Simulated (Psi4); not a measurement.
**PBE0/6-311+G(d,p) run of C2H4Si (ethynylsilane)**

What is the vertical singlet–triplet gap of C2H4Si (ethynylsilane) at PBE0/6-311+G**? 

Program for the calculation: Psi4 1.11.

1 further run of the same task is left out (set aside as unsound or not needed).

**1. The structure to begin with**

C2H4Si: 7 atoms, total charge 0, spin state singlet. SMILES: `C#C[SiH3]`. Geometry: relaxed at PBE0-D4/def2-TZVP.

Bond lengths: C1–C2 1.206 Å, C2–Si3 1.823 Å, C1–H4 1.066 Å, Si3–H5 1.483 Å, Si3–H6 1.483 Å, Si3–H7 1.483 Å. Angles: C1–C2–Si3 180.0°, C2–C1–H4 180.0°, C2–Si3–H5 109.3°, C2–Si3–H6 109.3°, C2–Si3–H7 109.3°, H5–Si3–H6 109.6°, H5–Si3–H7 109.6°, H6–Si3–H7 109.6°.

**2. Energy and gradient at PBE0/6-311+G(d,p)**

Input file calc.in:

```
memory 1600 MB

molecule {
  0 1
  C     -0.580700    -1.871400     0.172200
  C     -0.218500    -0.726500     0.062400
  Si     0.329800     1.004300    -0.103800
  H     -0.901000    -2.883500     0.269300
  H     -0.094500     1.528300    -1.425000
  H     -0.281700     1.818100     0.974900
  H      1.807900     1.062900     0.004400
  symmetry c1
  no_reorient
  no_com
}

set {
  basis 6-311+G**
  puream true
  e_convergence 1e-09
  d_convergence 1e-08
  scf_type pk
  dft_radial_points 99
  dft_spherical_points 590
}

energy_value, wavefunction = gradient("pbe0", return_wfn=True)
oeprop(wavefunction, "MULLIKEN_CHARGES", "QUADRUPOLE", "MAYER_INDICES")
```

On the command line:

```sh
psi4 calc.in calc.out -n 1
```

calc.out:

```text
[...]
  Running in c1 symmetry.
[...]
  Nuclear repulsion =   83.047890735857266
[...]
  Multiplicity = 1
[...]
  Nalpha       = 15
  Nbeta        = 15
[...]
    Number of basis functions: 98
[...]
   @RKS iter   1:  -367.61478205134046   -5.22911e-01   6.73425e-03 DIIS/ADIIS
[...]
   @RKS iter  10:  -367.83549946669962   -6.19593e-12   3.92080e-09 DIIS
[...]
    Orbital Energies [Eh]
    ---------------------
    Doubly Occupied:
       1A    -66.250991     2A    -10.235920     3A    -10.222368
       4A     -5.339338     5A     -3.674005     6A     -3.672831
       7A     -3.672830     8A     -0.780962     9A     -0.604401
      10A     -0.545747    11A     -0.419137    12A     -0.377111
      13A     -0.377096    14A     -0.305472    15A     -0.305470
[...]
  @RKS Final Energy:  -367.83549946669962
   => Energetics <=
    Nuclear Repulsion Energy =             83.0478907358572656
    One-Electron Energy =                -670.4705151743833085
    Two-Electron Energy =                 244.5301959026339489
    DFT Exchange-Correlation Energy =     -24.9430709308074618
    Empirical Dispersion Energy =           0.0000000000000000
    VV10 Nonlocal Energy =                  0.0000000000000000
    Total Energy =                       -367.8354994666995594
[...]
  -Total Gradient:
     Atom            X                  Y                   Z
    ------   -----------------  -----------------  -----------------
       1        0.001767917183     0.005565961708    -0.000536074368
       2       -0.001087814868    -0.003399585962     0.000327790482
       3       -0.000307120457    -0.001009193213     0.000136476990
       4       -0.000024885908    -0.000078763000     0.000007801438
       5        0.000293332876    -0.000392734231     0.000940686613
       6        0.000444028452    -0.000622268119    -0.000798343180
       7       -0.001085364275    -0.000063195360    -0.000078513003
[...]
 Multipole Moments:
 ------------------------------------------------------------------------------------
     Multipole            Electronic (a.u.)      Nuclear  (a.u.)        Total (a.u.)
 ------------------------------------------------------------------------------------
 L = 1.  Multiply by 2.5417464519 to convert [e a0] to [Debye]
 Dipole X            :         -0.7041843            0.6665064           -0.0376779
 Dipole Y            :         -0.1170444           -0.0026456           -0.1196900
 Dipole Z            :          0.4310464           -0.4195192            0.0115272
 Magnitude           :                                                    0.1260087
 L = 2.  Multiply by 1.3450342976 to convert [e a0^2] to [Debye ang]
 Quadrupole XX       :        -48.8653357           28.5723381          -20.2929976
 Quadrupole XY       :        -55.4900695           57.0402422            1.5501728
[...]
  Mulliken Charges: (a.u.)
   Center  Symbol    Alpha    Beta     Spin     Total
       1     C     3.06191  3.06191  0.00000 -0.12382
       2     C     3.11555  3.11555  0.00000 -0.23110
       3    SI     6.76138  6.76138  0.00000  0.47724
       4     H     0.42111  0.42111  0.00000  0.15778
       5     H     0.54669  0.54669  0.00000 -0.09337
       6     H     0.54669  0.54669  0.00000 -0.09337
       7     H     0.54668  0.54668  0.00000 -0.09336
   Total alpha = 15.00000, Total beta = 15.00000, Total charge = -0.00000
  Mayer Bond Indices:
[...]
```

Wall time 13 s (1 thread of AMD EPYC 9R45 (Zen 5), shared host); peak memory 0.85 GiB.

**3. The triplet at the same level**

Input file calc.inp:

```
memory 1.6 GB

molecule m {
  0 3
  C     -0.580700    -1.871400     0.172200
  C     -0.218500    -0.726500     0.062400
  Si     0.329800     1.004300    -0.103800
  H     -0.901000    -2.883500     0.269300
  H     -0.094500     1.528300    -1.425000
  H     -0.281700     1.818100     0.974900
  H      1.807900     1.062900     0.004400
  symmetry c1
  no_reorient
  no_com
}

set {
  reference uks
  puream true
  e_convergence 1e-09
  d_convergence 1e-08
  scf_type pk
  dft_radial_points 99
  dft_spherical_points 590
  maxiter 100
}

e_tot, wfn = gradient("pbe0/6-311+G**", return_wfn=True)
```

On the command line:

```sh
psi4 -i calc.inp -o calc.out -n 1
```

calc.out, shortened:

```text
[...]
  Running in c1 symmetry.
[...]
  Nuclear repulsion =   83.047890735857266
[...]
  Multiplicity = 3
[...]
  Nalpha       = 16
  Nbeta        = 14
[...]
    Number of basis functions: 98
[...]
   @UKS iter   1:  -367.08019730297610    1.16742e-02   9.10674e-03 DIIS/ADIIS
[...]
   @UKS iter  51:  -367.64604642369488   -5.91172e-12   6.46466e-10 DIIS
[...]
   @S^2 Observed:                2.006692429E+00
[...]
  @UKS Final Energy:  -367.64604642369488
   => Energetics <=
    Nuclear Repulsion Energy =             83.0478907358572656
    One-Electron Energy =                -670.0240123492030762
    Two-Electron Energy =                 244.2953967974497402
    DFT Exchange-Correlation Energy =     -24.9653216077987565
    Empirical Dispersion Energy =           0.0000000000000000
    VV10 Nonlocal Energy =                  0.0000000000000000
    Total Energy =                       -367.6460464236948837
[...]
 Multipole Moments:
 ------------------------------------------------------------------------------------
     Multipole            Electronic (a.u.)      Nuclear  (a.u.)        Total (a.u.)
 ------------------------------------------------------------------------------------
 L = 1.  Multiply by 2.5417464519 to convert [e a0] to [Debye]
 Dipole X            :         -0.7493713            0.6665064           -0.0828649
 Dipole Y            :         -0.2464678           -0.0026456           -0.2491134
 Dipole Z            :          0.4429156           -0.4195192            0.0233964
 Magnitude           :                                                    0.2635744
[...]
  -Total Gradient:
     Atom            X                  Y                   Z
    ------   -----------------  -----------------  -----------------
       1        0.064727665739     0.209921954271    -0.020341182076
       2       -0.063923341383    -0.218824419097     0.021668569604
       3        0.009551865207     0.017838055188    -0.001175813148
       4       -0.000603081173    -0.002010284804     0.000195841826
       5       -0.001469925329    -0.000344599068     0.002914124009
       6       -0.001139015213    -0.001430285305    -0.003165656573
       7       -0.007144125874    -0.005150326650    -0.000096045389
[...]
```

Wall time 64 s (1 thread of AMD EPYC 9R45 (Zen 5), shared host); peak memory 0.85 GiB.

**4. Results**

At PBE0/6-311+G**:

```
                                        quantity          value
                           singlet: total energy  -367.83550 Eh
                          singlet: dipole moment         0.32 D
                            singlet: HOMO energy       -8.31 eV
                            singlet: LUMO energy       -0.11 eV
                          singlet: HOMO–LUMO gap        8.20 eV
               singlet: largest force on an atom     0.302 eV/Å
                           triplet: total energy  -367.64605 Eh
                          triplet: dipole moment         0.67 D
     triplet: HOMO energy (highest over α and β)       -3.34 eV
                                   triplet: ⟨S²⟩          2.007
               triplet: largest force on an atom    11.776 eV/Å
vertical energy of the triplet above the singlet       5.155 eV
```

**Reading.** At this shape the triplet lies 5.16 eV (119 kcal/mol) above the singlet. The largest force (singlet) is 0.30 eV/Å: the shape isn't a stationary point for this species at this level.
